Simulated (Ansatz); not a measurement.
# C4H5F, SMILES C#CC(C)F: a single point in a Gaussian basis

Computed with Ansatz's Python interface.

Notebook, run cell by cell (the value of a cell's last expression is shown):

In [1]:
```python
import json

import ansatz
from ase import Atoms
```

In [2]:
```python
atoms = Atoms(['C', 'C', 'C', 'C', 'F', 'H', 'H', 'H', 'H', 'H'], positions=[
    (-1.5179, 1.6309, -0.1955),
    (-0.6136, 0.9513, -0.2963),
    (0.5269, 0.0766, -0.4216),
    (0.5567, -1.0833, 0.5507),
    (0.599, -0.4258, -1.6942),
    (-2.4171, 2.33, -0.1385),
    (1.5106, 0.6408, -0.2426),
    (1.3891, -1.7312, 0.4167),
    (0.4559, -0.7398, 1.6376),
    (-0.4065, -1.7006, 0.3866),
])
molecule = ansatz.Crystal.molecule_from_ase(atoms)
```

In [3]:
```python
calc = (
    molecule.calculation()
    .basis(gaussian='6-31G*')
    .functional('pbe0')
)
print(calc.to_yaml())
res = calc.run(threads=1, pin='off')
data = res.report
```
```text
crystal:
  periodic: [false, false, false]
  atoms:
    - { symbol: C, position_ang: [-1.5179, 1.6309, -0.1955] }
    - { symbol: C, position_ang: [-0.6136, 0.9513, -0.2963] }
    - { symbol: C, position_ang: [0.5269, 0.0766, -0.4216] }
    - { symbol: C, position_ang: [0.5567, -1.0833, 0.5507] }
    - { symbol: F, position_ang: [0.599, -0.4258, -1.6942] }
    - { symbol: H, position_ang: [-2.4171, 2.33, -0.1385] }
    - { symbol: H, position_ang: [1.5106, 0.6408, -0.2426] }
    - { symbol: H, position_ang: [1.3891, -1.7312, 0.4167] }
    - { symbol: H, position_ang: [0.4559, -0.7398, 1.6376] }
    - { symbol: H, position_ang: [-0.4065, -1.7006, 0.3866] }
basis:
  gaussian:
    orbitals: "6-31G*"
hamiltonian:
  xc: pbe0
```

In [4]:
```python
data['reference_energy_ev']
```
Out [4]:
```text
-6935.628747496263
```

In [5]:
```python
data['free_energy_ev']
```
Out [5]:
```text
-6935.628747496263
```

In [6]:
```python
print(f'E = {data["free_energy_ev"]:.6f} eV = {data["free_energy_ev"] / 27.211386246:.7f} Ha')
print('converged:', data['converged'], ' doubts:', data['published_state_doubts'] or 'none')
```
```text
E = -6935.628747 eV = -254.8796553 Ha
converged: True  doubts: none
```

In [7]:
```python
field = data['mean_field']
print('<S^2> =', round(abs(field['state']['spin_squared']), 4), ' relativity:', field['relativity'])
print('passes:', field['passes'])
if 'symmetry' in field:
    print('occupied orbitals by irrep:', field['symmetry']['occupied'])
with open('c4h5f.json', 'w') as handle:
    json.dump({k: data[k] for k in ('free_energy_ev', 'reference_energy_ev', 'n_occupied', 'n_virtual')}, handle, indent=1)
```
```text
<S^2> = 0.0  relativity: none
passes: {'evaluations': 15, 'products': 11}
occupied orbitals by irrep: [{'A': 19}, {'A': 19}]
```

File `c4h5f.json` afterwards:
```json
{
 "free_energy_ev": -6935.628747496263,
 "reference_energy_ev": -6935.628747496263,
 "n_occupied": [
  19,
  19
 ],
 "n_virtual": [
  66,
  66
 ]
}
```

Total energies depend on the basis set; only differences at equal settings carry meaning. The geometry is a force-field or estimated start, not a minimum of this method, and the basis set is short of its limit. Finished in 2.6 s on 1 thread of Arm Neoverse V1 (shared host), peak memory 0.23 GiB.

(Lines on the test bed's own set-up are left out of the output.)
